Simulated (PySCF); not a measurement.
All of these have the formula C5H7F. The calculation used PySCF 2.14.0, density-fitted response routines, TDDFT wB97X-D/def2-SVPD, vertical, gas phase, core orbitals frozen in the response. Geometries: GFN2-xTB; one conformer of each isolated species. Triplets are in the Tamm–Dancoff approximation.

A. `C(CF)C#CC`
B. `C=CC(=C)CF`
C. `F[C@@H]1CC12CC2`

Lowest singlet levels (six at most, fewer where fewer were computed) with oscillator strengths:

1. 207 nm (f 0.638); 174 nm (f 0.004); 173 nm (f 0.000); 167 nm (f 0.003); 162 nm (f 0.050); 160 nm (f 0.011); T1 3.41 eV
2. 155 nm (f 0.002); 147 nm (f 0.003); 145 nm (f 0.033); 142 nm (f 0.008); 140 nm (f 0.020); 140 nm (f 0.029); T1 7.68 eV
3. 185 nm (f 0.000); 177 nm (f 0.010); 176 nm (f 0.000); 172 nm (f 0.017); 171 nm (f 0.018); 148 nm (f 0.004); T1 5.66 eV

**Question.** Which spectrum belongs to which structure?

**Answer.** 1 = B, 2 = C, 3 = A.
- A: S1 at 6.71 eV, HOMO→LUMO+2 (39%), HOMO-1→LUMO+3 (17%), HOMO→LUMO+4 (16%); Löwdin shares by element: HOMO carbon 89% or more; LUMO carbon 65% or more (atoms not listed hold the other 35%); HOMO -9.34 and LUMO 2.19 eV.
- B: S1 at 5.98 eV, HOMO→LUMO (98%); Löwdin shares by element: HOMO carbon 86% or more; LUMO carbon 80% or more (atoms not listed hold the other 20%); HOMO -8.82 and LUMO 0.71 eV; point group Cs, 1 of its 6 listed states under f = 0.0005.
- C: S1 at 8.00 eV, HOMO→LUMO (62%), HOMO→LUMO+1 (16%); Löwdin shares by element: HOMO carbon 54% or more, fluorine 16% (atoms not listed hold the other 30%); LUMO carbon 53% or more (atoms not listed hold the other 47%); HOMO -9.78 and LUMO 2.50 eV.
